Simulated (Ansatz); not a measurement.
Reaction (substitution at a C–C bond): `C#CC(F)(F)F` + H–F → tetrafluoromethane + acetylene

Program: Ansatz. Geometries: PBE0-D4/def2-TZVP. ΔE: electronic, gas phase. CCSD(T)/CBS adds triple-zeta CCSD(T) − MP2 to the extrapolated MP2 energy (def2 sets, frozen cores). This one scheme is used for every species. DFT in def2-TZVPP.

```tsv
level	ΔE (kJ/mol)
revPBE-D4	-4.7
BLYP-D4	-6.8
```

(1) What does CCSD(T)/CBS give? (Estimate.)

Largest T1 diagnostic among the species: 0.013.

## Answers

(1) Ansatz gave: -9.2 kJ/mol. The listed levels differ from it by 4.5, 2.4 kJ/mol.

The D4 term adds +4.6 kJ/mol with B3LYP and +2.6 kJ/mol with PBE0; it sums over pairs of atoms, weighted by their polarisabilities, and B3LYP, whose exchange is more repulsive, gets the larger term. Leaving LDA and LC-ωPBE aside and taking each functional with its dispersion term where it has one, the values, not all of them listed here, spread over 18.3 kJ/mol, from r2SCAN0-D4 to revPBE-D4.

B3LYP here is the variant with VWN-RPA as its local correlation; programs differ in this.
